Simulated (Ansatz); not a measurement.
Reaction: CH3Cl (SMILES CCl) → CH3Cl+ (parent SMILES CCl, doublet) + e-
Each species at its own B3LYP-D3(BJ)/def2-TZVP minimum (Ansatz, a first-principles code).

Property: adiabatic ionisation energy (electronic), in eV. Radicals and triplets start from unrestricted determinants; spin-orbit coupling is neglected. CBS(X,Y): correlation extrapolated as X^-3, Hartree-Fock from the larger set. A bracket is a step between two methods taken in the basis named. The functionals are non-relativistic, so their misses hold any scalar relativity. Double hybrids freeze cores in their MP2 part. 'core' is core correlation in cc-pwCVTZ (1s frozen past Ne), 'X2C' scalar relativity in cc-pVTZ-DK, both at CCSD(T).

CCSD(T)/CBS(cc-pV(T+d)Z,cc-pV(Q+d)Z) + [CCSDT(Q) - CCSD(T)]/cc-pV(T+d)Z + core + X2C (Ansatz) gives 11.42 eV.

Task: What does PBE/def2-TZVPD (Ansatz) give here, and how do the other levels compare?

Result: PBE gives 11.00 eV, 0.42 eV below it. Differences of the others: B3LYP/def2-TZVPD (Ansatz) -0.22; PBE0/def2-TZVPD (Ansatz) -0.28; wB97M-V/def2-TZVPD (Ansatz) -0.18; B2PLYP/def2-TZVPD (Ansatz) -0.21; CCSD(T)/CBS(cc-pV(T+d)Z,cc-pV(Q+d)Z) + core + X2C (Ansatz) 0.01 eV. Nearer than PBE: B3LYP/def2-TZVPD, PBE0/def2-TZVPD, wB97M-V/def2-TZVPD, B2PLYP/def2-TZVPD, CCSD(T)/CBS(cc-pV(T+d)Z,cc-pV(Q+d)Z) + core + X2C.
